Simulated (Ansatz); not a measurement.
Species, as SMILES: P#P (P2).
Atoms: P1, P2. Bonds: P1-P2.

Basis-set convergence of the optimised P1-P2 bond length at HF with Ansatz (a first-principles code). All functions are spherical. The program fits the integrals of some runs and decomposes those of others, by size. A restricted Hartree-Fock determinant is unstable towards unrestricted orbitals. No added dispersion term, no relativity. Reference: the value in pcseg-4, 1.8504 Å, itself unsure by roughly 0.0005 Å (its mean distance from aug-pcseg-3, aug-cc-pV(Q+d)Z, cc-pV(5+d)Z). Deviations are taken from unrounded values.

```
basis        functions
-----------  ---------
pcseg-0             26
pcseg-1             36
aug-pcseg-1         54
pcseg-2             68
aug-pcseg-2        100
pcseg-3            128
aug-pcseg-3        178
pcseg-4            210
```

**Question.** Which is the smallest pcseg set listed that can be trusted to 0.005 Å here, that is, within that of the reference together with its larger relatives (same family, alike in diffuse functions; a set with none to test it counts only in the reference's own line)?

**Answer.** The smallest set listed that lies within 0.005 Å of the reference with all its larger relatives (same family, alike in diffuse functions; a set with none counts only in the reference's own line) is pcseg-2 (68 functions, 0.0009 Å off). Value minus reference: pcseg-0 0.0935, pcseg-1 0.0082, aug-pcseg-1 0.0100, pcseg-2 0.0009, aug-pcseg-2 0.0021, pcseg-3 0.0004, aug-pcseg-3 0.0004, pcseg-4 0.0000 Å.
